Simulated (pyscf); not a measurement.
**Insertion: [O=Al]• + H₃C–OH → H₃C–O–AlH–O•**

Gas phase, doublet surface, charge 0. Bonds broken: O3–H4. Bonds formed: Al2–O3, Al2–H4. Structures and frequencies: ωB97X-D3(BJ)/def2-SVP in PySCF.

Transition state (Å):

```xyz
8

O     -0.6380    -1.2193    -2.7462
Al     0.1148    -0.8641    -1.3723
O      0.7728     0.3874    -0.2173
H      0.7947    -0.8538     0.2827
C      0.0418     1.3377     0.5707
H     -0.2493     2.1722    -0.0832
H     -0.8648     0.8842     1.0035
H      0.6906     1.7093     1.3755
```

One imaginary mode, 1208i cm⁻¹; descent along it reached the two sides named, in the forms told below.

```csv
bond,change,reactant side (Å),saddle,product side
O3–H4,breaks,0.966,1.338,2.8
Al2–O3,forms,2.003,1.826,1.682
Al2–H4,forms,2.7,1.789,1.567
```

Electronic energies relative to the separated reactants (eV):

```
level                   barrier  reaction energy  reverse barrier
----------------------  -------  ---------------  ---------------
ωB97X-D3(BJ)/def2-TZVP     0.43            -1.92             2.35
PBE/def2-TZVP              0.33            -1.19             1.52
r²SCAN/def2-TZVP           0.24            -1.66             1.90
B3LYP-D3(BJ)/def2-TZVP     0.46            -1.63             2.10
PBE0-D3(BJ)/def2-TZVP      0.43            -1.65             2.08
M06-2X/def2-TZVP           0.53            -1.77             2.30
ωB97M-D3(BJ)/def2-TZVP     0.55            -1.71             2.26
```

With ωB97M-D3(BJ)/def2-TZVP energies and thermal terms (ideal gas, 1 atm, RRHO with modes under 100 cm⁻¹ raised to 100, one conformer, R ln 2 for chiral ones without a mode under 150 cm⁻¹), in eV:

| T (K) | ΔH‡ | ΔG‡ | ΔH | ΔG |
|---|---|---|---|---|
| 298 | 0.39 | 0.81 | -1.79 | -1.40 |
| 600 | 0.42 | 1.22 | -1.75 | -1.01 |
| 900 | 0.45 | 1.61 | -1.70 | -0.66 |
| 1200 | 0.48 | 1.99 | -1.65 | -0.31 |

On the reactant side the descent ends in an adduct with a Al–O contact, 0.95 eV under the separated species and 1.38 eV under the saddle at ωB97X-D3(BJ)/def2-TZVP. What is counted as formed (Al–O) is already present as a longer contact in the reactant adduct; forming that adduct is a step of its own. H₃C–O–AlH–O• lies 1.46 eV over its isomer [H₃C–O–Al–OH]• (electronic energy, ωB97M-D3(BJ)/def2-TZVP). One saddle was located; it need not be the lowest between these sides. The term symbol of open-shell O=Al was not checked; spin-orbit terms and orbital degeneracy are left out.
